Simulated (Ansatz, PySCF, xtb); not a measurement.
Noncovalent pair: CH3Cl (SMILES CCl) (first 5 atoms) with HCl (SMILES Cl); geometry from NCB31 set.
(charge 0, multiplicity 1):
```xyz
7

C     -1.495     1.126     0.000
Cl    -1.402    -0.663     0.000
H     -0.481     1.518    -0.001
H     -2.027     1.435     0.895
H     -2.029     1.435    -0.894
Cl     2.140     0.037     0.000
H      0.977    -0.514     0.000
```

Interaction energies are E(AB) − E(A) − E(B) at the monomers' geometry in the complex; basis-set methods are counterpoise corrected.

The values were computed with Ansatz (Gaussian orbitals); PySCF for the dispersion terms; xtb for the GFN methods. Values without a source in brackets are computed.

Q: What is the computed interaction energy (GFN-FF)?

A: -17 kJ/mol

Ansatz is a quantum-chemistry and plane-wave program.
